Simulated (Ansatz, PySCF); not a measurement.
Species: tetrachloromethane, CCl$_{4}$, charge 0, multiplicity 1. SMILES: ClC(Cl)(Cl)Cl
Coordinates optimised at B3LYP-D3(BJ)/def2-TZVP (Ansatz, a quantum-chemistry and plane-wave program):
```
C
Cl 1 1.7795
Cl 1 1.7795 2 109.47
Cl 1 1.7795 2 109.47 3 -120.00
Cl 1 1.7795 2 109.47 4 -120.00
```

Quantity: atomisation energy, in kcal/mol. Conventions: open shells spin-unrestricted; no dispersion term unless named; 6-311+G** with 5d, 6d on Na to Ar in Ansatz; frozen cores in correlated levels; 6-31G* and kin with 6d, 5d where marked; LANL2DZ with its own core potentials from Na on; atomisation electronic, to ground-state atoms; non-relativistic; spin-orbit terms left out. CBS(X,Y): correlation extrapolated as X^-3; Hartree-Fock from the larger set. The bracket is a focal-point correction in the basis named. Ab initio and DFT rows: single points at B3LYP-D3(BJ) geometries (Ansatz).

Coupled cluster (Ansatz) is a level with limits of its own, used here on species with T1 under 0.025 (0.045 for open shells) and stable references: RI-MP2/CBS(aug-cc-pV(T+d)Z,aug-cc-pV(Q+d)Z)+[CCSD(T)-MP2]/aug-cc-pV(T+d)Z.

Value to compare with, RI-MP2/CBS(aug-cc-pV(T+d)Z,aug-cc-pV(Q+d)Z)+[CCSD(T)-MP2]/aug-cc-pV(T+d)Z (Ansatz): 314.6 kcal/mol.

```
level                            program  atomisation energy (kcal/mol)  difference
------------------------  --------------  -----------------------------  ----------
HF/STO-3G                         Ansatz                          192.9      -121.7
PBE/STO-3G                        Ansatz                          352.5        37.9
PBE/6-311+G**                     Ansatz                          324.2         9.6
BLYP/6-31G*                       Ansatz                          294.8       -19.8
B3LYP/LANL2DZ                     Ansatz                          236.5       -78.1
M06-2X/6-31G* (5d)                 PySCF                          307.8        -6.8
M06-2X/6-311+G**                   PySCF                          305.2        -9.4
MP2/STO-3G                        Ansatz                          250.0       -64.6
MP2/6-31G*                        Ansatz                          291.3       -23.3
wB97M-V/def2-TZVPD                Ansatz                          317.5         2.9
B2PLYP-D3(BJ)/def2-TZVPD  Ansatz + dftd3                          307.7        -6.9
```

Among the 9 habitual levels, HF/STO-3G lies farthest from RI-MP2/CBS(aug-cc-pV(T+d)Z,aug-cc-pV(Q+d)Z)+[CCSD(T)-MP2]/aug-cc-pV(T+d)Z (Ansatz) (-121.7 kcal/mol) and M06-2X/6-31G* (5d) nearest (-6.8); 2 of 9 lie above it, and their mean absolute difference is 41.2 kcal/mol, the median 23.3. One case shows no general order.

The levels are drawn from those run, B3LYP/6-31G* more often than the rest, none by its result; left out are runs that failed, that the program found above a lower state of the same kind, or whose <S^2> lies over 0.5 above the pure value.
